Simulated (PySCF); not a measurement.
Energy landscape of H4BrSi (anion, charge -1), singlet: backside substitution at Si, threefold axis kept. Scanned: Si-Br distance and Si-H distance. Other coordinates (H-Si-H angle, Si-H length) were minimised at PBE0/def2-SVPD.

Cartesian coordinates as functions of the variables (Å; names that start with a are angles):
```
Si  0  0  0
Br  0  0  -r1
H  0  0  r2
H  r*sin(a)*cos(0*2*pi/3+0)  r*sin(a)*sin(0*2*pi/3+0)  0+r*cos(a)
H  r*sin(a)*cos(1*2*pi/3+0)  r*sin(a)*sin(1*2*pi/3+0)  0+r*cos(a)
H  r*sin(a)*cos(2*2*pi/3+0)  r*sin(a)*sin(2*2*pi/3+0)  0+r*cos(a)
```

Computed with restricted LDA (SVWN5)/6-31G*, spherical d run with PySCF.

Energy in eV above the lowest grid point; x is the Si-Br distance (Å), y the Si-H distance (Å).

```
y \ x   2.09   2.26   2.40   2.56   2.75   2.96   3.22   3.52   3.90   4.42   4.88
-----  -----  -----  -----  -----  -----  -----  -----  -----  -----  -----  -----
3.26   3.040  2.566  2.463  2.510  2.676  2.905  3.178  3.438  3.687  3.916  4.040
2.94   2.794  2.286  2.158  2.180  2.318  2.516  2.755  2.992  3.228  3.452  3.578
2.61   2.458  1.903  1.740  1.725  1.822  1.982  2.184  2.393  2.611  2.824  2.947
2.35   2.126  1.528  1.332  1.282  1.341  1.465  1.633  1.818  2.014  2.211  2.329
2.15   1.844  1.209  0.984  0.904  0.930  1.023  1.163  1.323  1.499  1.678  1.787
1.97   1.591  0.922  0.670  0.560  0.555  0.617  0.727  0.862  1.016  1.176  1.273
1.83   1.419  0.724  0.451  0.317  0.285  0.322  0.407  0.521  0.657  0.799  0.887
1.71   1.316  0.600  0.309  0.154  0.100  0.116  0.179  0.274  0.393  0.521  0.600
1.60   1.290  0.558  0.251  0.079  0.006  0.002  0.045  0.124  0.228  0.344  0.415
1.51   1.353  0.610  0.292  0.108  0.019  0.000  0.028  0.094  0.187  0.293  0.358
1.39   1.634  0.880  0.552  0.352  0.246  0.209  0.219  0.269  0.349  0.442  0.501
```

Points that lie below all their neighbours on the grid: x = 2.96, y = 1.51 (0.000 eV).
